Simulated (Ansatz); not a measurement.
The input, for Ansatz 0.2.0:

```yaml
crystal:
  periodic: [false, false, false]
  atoms:
    - {symbol: Br, position_ang: [-0.427674, 0.000000, 0.000000]}
    - {symbol: H, position_ang: [1.041326, 0.000000, 0.000000]}
    - {symbol: B, position_ang: [2.502326, 0.000000, 0.000000]}
    - {symbol: H, position_ang: [3.011399, 0.000000, 1.077008]}
    - {symbol: H, position_ang: [3.011399, 0.000000, -1.077008]}
basis:
  gaussian: {orbitals: cc-pVDZ}
magnetization: {spin_polarized: true, initial_magnetization: 1}
correlation: {method: ccsd_t, electrons: outside_noble_gas}
```

```sh
$ ansatz run in.yaml --threads 1 --pin off --events-out ev --progress --plain --max-ram 2393MiB
```

The program prints:

```
576 factors; integrals over basis functions are off by at most 1.3e-3 eV
mean field evaluation 1: about -70713.4643 eV, gradient 1.0e1 eV
mean field evaluation 2: about -70713.4768 eV, gradient 1.0e1 eV
mean field evaluation 4: about -70714.5278 eV, gradient 1.5e0 eV
mean field evaluation 8: about -70714.5644 eV, gradient 1.9e-1 eV
mean field evaluation 16: about -70714.3822 eV, gradient 3.7e0 eV
mean field evaluation 32: about -70712.8195 eV, gradient 2.4e-1 eV
mean field evaluation 64: about -70709.4546 eV, gradient 1.1e-2 eV
mean field -70714.56519416 eV, -2598.7123388314 hartree, gradient 1.4e-6 eV, S^2 0.771681; 2 other end points of the search recorded, 0 dependent functions left out
determinant -70714.56519416 eV, -2598.7123388314 hartree, with singles and doubles -70721.03822525 eV, -2598.9502183363 hartree
determinant -70712.82080539 eV, -2598.6482337265 hartree, with singles and doubles -70719.50689469 eV, -2598.8939429763 hartree
determinant -70711.28330038 eV, -2598.5917314599 hartree, with singles and doubles -70717.84580050 eV, -2598.8328988908 hartree
15 core orbitals not correlated: weight in the atoms' cores, before any rotation towards them, 1.000 or more for the frozen orbitals, at most 0.000 for the correlated occupied ones
reference -70714.56519416 eV, -2598.7123388314 hartree; 7, 6 occupied and 34, 35 virtual orbitals, 576 factors
second order -5.53325963 eV of doubles, -0.00000000 eV of singles
cycle   1  -6.47311313 eV  change   -8.2e-5 eV  update   4.8e-4
cycle   2  -6.47316415 eV  change   -5.1e-5 eV  update   2.9e-4
cycle   3  -6.47314087 eV  change    2.3e-5 eV  update   1.6e-4
cycle   4  -6.47314275 eV  change   -1.9e-6 eV  update   3.7e-5
cycle   5  -6.47317662 eV  change   -3.4e-5 eV  update   1.3e-5
cycle   6  -6.47318984 eV  change   -1.3e-5 eV  update   3.9e-6
perturbative correction -0.11942160 eV, -0.0043886630 hartree
Total energy: -70721.15780560 eV, -2598.9546128332 hartree
```

For the same geometry and basis UCCSDT(Q) lies 29.1 meV lower.

Ran on 1 thread of Intel Xeon 6975P-C, shared host: 2.5 s wall, 0.15 GiB peak host memory.
